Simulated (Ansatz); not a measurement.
# ClH2OSi radical: small, medium and large basis sets

Aim: see how fast density functionals and correlated methods converge with the basis set for ClH2OSi radical.

Program: Ansatz 0.2.0, Gaussian basis. Level of theory: one geometry, several basis sets. These are calculated values, not measurements.

The runs, in order: PBE0-D4/def2-SVP; ωB97M-V/def2-SVP; PBE0-D4/def2-QZVPP; ωB97M-V/def2-QZVPP; CCSD(T)/cc-pV(D+d)Z; CCSD(T)/cc-pV(T+d)Z; CCSD(T)/cc-pV(Q+d)Z; the functionals' def2-TZVPP values are taken from earlier runs.

## 1. Structure used throughout

All runs share one geometry, relaxed beforehand with PBE0-D4 in a triple-zeta def2 set.

5 atoms, charge 0, spin multiplicity 2.

Atoms are counted from 1 here; the program's logs count them from 0.

Bond lengths: O1–Si2 1.639 Å, O1–H4 0.959 Å, Si2–Cl3 2.065 Å, Si2–H5 1.488 Å. Angles: Si2–O1–H4 118.3°, O1–Si2–Cl3 111.1°, O1–Si2–H5 105.3°, Cl3–Si2–H5 108.3°.

## 2. PBE0-D4 in def2-SVP

Input file in.yaml:

```yaml
crystal:
  periodic: [false, false, false]
  atoms:
    - {symbol: O, position_ang: [-0.806120, -0.432037, -0.746534]}
    - {symbol: Si, position_ang: [-0.092285, 0.479808, 0.414012]}
    - {symbol: Cl, position_ang: [1.606550, -0.440829, 1.143627]}
    - {symbol: H, position_ang: [-1.024141, -1.343225, -0.540045]}
    - {symbol: H, position_ang: [0.315996, 1.736283, -0.271051]}
basis:
  gaussian: {orbitals: def2-SVP}
magnetization: {spin_polarized: true, initial_magnetization: 1}
hamiltonian: {xc: pbe0, dispersion: d4}
output: {orbitals: {seedname: orbitals}}
```

The run is started by

```console
> ansatz run in.yaml --threads 2 --pin off --events-out ev --progress --plain --max-ram 32768MiB --backend cpu
```

After this run come: ωB97M-V in def2-SVP; PBE0-D4 in def2-QZVPP; ωB97M-V in def2-QZVPP; CCSD(T) in cc-pV(D+d)Z; CCSD(T) in cc-pV(T+d)Z; CCSD(T) in cc-pV(Q+d)Z.

Q: Predict the results of all the runs planned. Wanted: MP2 correlation recovered, cc-pV(D+d)Z; MP2 correlation recovered, cc-pV(T+d)Z; MP2 correlation recovered, cc-pV(Q+d)Z; CCSD(T) limit from def2 sets; PBE0-D4: double and triple zeta above quadruple; ωB97M-V: double and triple zeta above quadruple.

**Answer**, as computed:

| quantity | value |
| --- | --- |
| MP2 correlation recovered, cc-pV(D+d)Z | 66.2 % |
| MP2 correlation recovered, cc-pV(T+d)Z | 86.7 % |
| MP2 correlation recovered, cc-pV(Q+d)Z | 94.5 % |
| CCSD(T) limit from def2 sets (earlier runs) less the limit of this series | -86 meV |
| PBE0-D4: double and triple zeta above quadruple | 10.72, 0.77 eV |
| ωB97M-V: double and triple zeta above quadruple | 10.69, 0.74 eV |

**Reading.** For PBE0-D4 the step from double to triple zeta gains 9.94 eV and the next only 0.77 eV. Correlation climbs from 66 % (cc-pV(D+d)Z) to 94 % (cc-pV(Q+d)Z) of the limit; Hartree-Fock is 0.116 eV from its own by then. A limit from the def2 sets, made apart, differs by 86 meV, a least measure of the doubt on such a limit. Total energies overstate the basis error of differences, where much of it tends to cancel.
